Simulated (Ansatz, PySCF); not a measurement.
HO, SMILES [OH] (connectivity only; charge and spin as stated), charge -1, multiplicity 1. Atoms are numbered in the order given.

```xyz
2

O      0.0000     0.0000    -0.1030
H      0.0000     0.0000     0.8643
```
Charge -1, spin multiplicity 1.

Coordinates come from a r2SCAN-D4/def2-TZVPD optimisation. The spin state was assumed, not searched.

Two levels are set side by side: PBE-D3(BJ)/def2-TZVPD (Ansatz, a first-principles code) and r2SCAN-D4/def2-TZVPD (Ansatz). Each level has its own optimised geometry; the coordinates shown are those of the second. Frequencies come from the Hessian of PySCF at each geometry. Differences are taken from unrounded values.

```csv
quantity,r2SCAN-D4,PBE-D3(BJ),PBE-D3(BJ) minus r2SCAN-D4
bond O1–H2 (Å),0.967,0.976,0.008
highest harmonic wavenumber (cm⁻¹),3737,3646,-90
mean harmonic wavenumber (cm⁻¹),3737,3646,-90
zero-point energy (kcal/mol),5.34,5.21,-0.13
```
